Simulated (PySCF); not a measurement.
# BF (SMILES [B]F): HF/STO-3G

Aim: the energy change on altering one bond length of BF at HF/STO-3G, from 2 runs. Input form: a Python script.

Program for the calculation: PySCF 2.14.0.

5 further runs of the same task are left out: 5 set aside as unsound or not needed.

**1. The molecule**

The species is BF (2 atoms), meant as a singlet with charge 0. SMILES: `[B]F`. The shape is that of a GFN2-xTB optimisation.

Bond lengths: B1–F2 1.244 Å.

**2. The energy at HF/STO-3G**

Input file calc.py:

```python
# 13768-60-0
from pyscf import gto

mol = gto.M(
    atom='''
B      0.000000     0.000000     0.000000
F      0.000000     0.000000     2.351556
''',
    max_memory=1860,
    charge=0,
    unit='bohr',
    basis='sto-3g',
    verbose=3,
)

myscf = mol.RHF()
myscf.conv_tol = 1e-10
myscf.kernel()
if not myscf.converged:
    myscf = myscf.newton().run(myscf.mo_coeff, myscf.mo_occ)

e_final = myscf.e_tot
print('Final energy', e_final)
```

Launch:

```
$ OMP_NUM_THREADS=1 python calc.py
```

Log:

```text
converged SCF energy = -122.356631292459
Final energy -122.35663129245918
```

Run time: 0.62 s. Hardware: 1 thread of Arm Neoverse V2, shared host; peak memory 0.12 GiB.

**3. The distorted shape at the same level**

Input file job.py:

```python
from pyscf import gto, scf

mol = gto.M(
    atom='''
B      0.000000     0.000000    -0.186610
F      0.000000     0.000000     1.244390
''',
    max_memory=1860,
    basis='sto-3g',
    charge=0,
    spin=0,
    verbose=3,
)

mf = scf.RHF(mol)
mf.conv_tol = 1e-10
mf.kernel()
if not mf.converged:
    mf = mf.newton().run(mf.mo_coeff, mf.mo_occ)

etot = mf.e_tot
print('Final energy', etot)
```

Launch:

```
$ OMP_NUM_THREADS=1 python job.py
```

Log:

```text
converged SCF energy = -122.325013883061
Final energy -122.32501388306119
```

It took 0.5 s on 1 thread of Arm Neoverse V2, shared host; peak memory 0.099 GiB.

**4. Outcome**

Level: HF/STO-3G.

| quantity | value |
| --- | --- |
| first shape: total energy | -122.35663 Eh |
| first shape: dipole moment | 1.17 D |
| first shape: HOMO energy | -7.57 eV |
| first shape: LUMO energy | 9.06 eV |
| first shape: HOMO–LUMO gap | 16.64 eV |
| distorted shape: total energy | -122.32501 Eh |
| distorted shape: dipole moment | 0.41 D |
| distorted shape: HOMO energy | -7.93 eV |
| distorted shape: LUMO energy | 7.86 eV |
| distorted shape: HOMO–LUMO gap | 15.79 eV |
| energy change with the B1–F2 bond stretched from 1.244 to 1.431 Å | 0.860 eV |

What this shows: With the B1–F2 bond stretched from 1.244 to 1.431 Å the energy rises by 0.86 eV (83.0 kJ/mol). The first shape isn't relaxed at this level, so the change isn't measured from a minimum. The minimal basis adds a large error of its own.
